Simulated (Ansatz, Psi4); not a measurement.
# Predicting a hybrid from its neighbours: C2

C2 has 2 atoms, charge 0, and is taken as a singlet. As SMILES, `[C]#[C]`. The shape is that of a PBE0-D4/def2-TZVP optimisation.

The electronic atomisation energy y, in eV, basis aug-cc-pVTZ; a is the functional's share of exact exchange. Programs: Ansatz 0.2.0, Psi4 1.11.

| functional | program | a | y (eV) |
| --- | --- | --- | --- |
| BLYP | Psi4 | 0 | 5.84 |
| r2SCAN | Psi4 | 0 | 5.30 |
| TPSSh | Psi4 | 0.1 | 5.21 |
| B3LYP | Psi4 | 0.2 | ? |
| r2SCAN0 | Ansatz | 0.25 | 4.52 |
| PBE0 | Psi4 | 0.25 | 5.21 |
| BHLYP | Psi4 | 0.5 | 3.94 |

Problem. Fit y = c + s·a to the known rows and predict B3LYP.

Solution. 
1. Means of the 6 rows: a = 0.1833, y = 5.003.
2. Σ(Δa)² = 0.18333, Σ(Δa·Δy) = -0.58017, so the slope is -0.58017/0.18333 = -3.1646.
3. Intercept: 5.003 − (-3.1646) × 0.1833 = 5.583. The largest residual of the fit is 0.42.
4. B3LYP: 5.583 + (-3.1646) × 0.2 = 4.95 eV.

The run gave 5.17 eV, so the prediction is off by -0.22 eV, within the largest residual. The rows mix families of semi-local functionals, which the line can't see.
